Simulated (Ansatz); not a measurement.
The input, for Ansatz 0.2.0:

```yaml
crystal:
  periodic: [false, false, false]
  atoms:
    - {symbol: Ga, position_ang: [0.000000, 0.000000, 2.404633]}
    - {symbol: Si, position_ang: [0.000000, 0.000000, -0.149167]}
    - {symbol: P, position_ang: [0.000000, 0.000000, -2.255467]}
basis:
  gaussian: {orbitals: STO-3G}
magnetization: {spin_polarized: false, initial_magnetization: 2}
correlation: {method: mp2, electrons: outside_noble_gas}
```

```sh
$ ansatz run in.yaml --threads 1 --pin off --events-out ev --progress --plain --max-ram 2393MiB
```

Output:

```
361 factors; integrals over basis functions are off by at most 1.1e-5 eV
mean field evaluation 1: about -68656.5830 eV, gradient 1.5e1 eV
mean field evaluation 2: about -68656.5934 eV, gradient 1.5e1 eV
mean field evaluation 4: about -68657.8966 eV, gradient 3.6e0 eV
mean field evaluation 8: about -68658.6275 eV, gradient 2.9e0 eV
mean field evaluation 16: about -68659.1854 eV, gradient 9.8e-3 eV
mean field evaluation 32: about -68660.2001 eV, gradient 4.7e0 eV
mean field evaluation 64: about -68663.6367 eV, gradient 1.4e-1 eV
mean field evaluation 96: about -68662.7534 eV, gradient 3.1e-1 eV
mean field evaluation 128: about -68663.1680 eV, gradient 8.6e-6 eV
mean field evaluation 160: about -68663.0229 eV, gradient 5.3e-3 eV
mean field evaluation 192: about -68663.3470 eV, gradient 1.0e0 eV
mean field evaluation 224: about -68663.5673 eV, gradient 9.1e-1 eV
mean field evaluation 256: about -68663.4325 eV, gradient 2.1e-2 eV
mean field evaluation 288: about -68663.5444 eV, gradient 5.2e-1 eV
mean field evaluation 320: about -68662.6996 eV, gradient 7.0e0 eV
mean field evaluation 352: about -68663.6363 eV, gradient 1.1e-3 eV
mean field evaluation 384: about -68660.8506 eV, gradient 4.7e0 eV
mean field evaluation 416: about -68658.7556 eV, gradient 5.0e0 eV
mean field -68663.63663233 eV, -2523.3421043535 hartree, gradient 2.7e-6 eV, S^2 2.000000; 32 other end points of the search recorded, 0 dependent functions left out
mean field evaluation 448: about -68658.2751 eV, gradient 1.6e0 eV
mean field evaluation 480: about -68665.8023 eV, gradient 2.7e-2 eV
unrestricted determinant -68665.80232170 eV, -2523.4216919702 hartree, S^2 3.5172
24 core orbitals not correlated: weight in the atoms' cores, before any rotation towards them, 0.005 or more for the frozen orbitals, at most 0.002 for the correlated occupied ones
reference -68663.63663233 eV, -2523.3421043535 hartree; 7, 5 occupied and 5, 7 virtual orbitals, 361 factors
second order -2.81337570 eV of doubles, -0.02180374 eV of singles
Total energy: -68666.47181177 eV, -2523.4462952763 hartree
```

Ran on 1 thread of Arm Neoverse V1, shared host: 16 s wall, 0.18 GiB peak host memory.
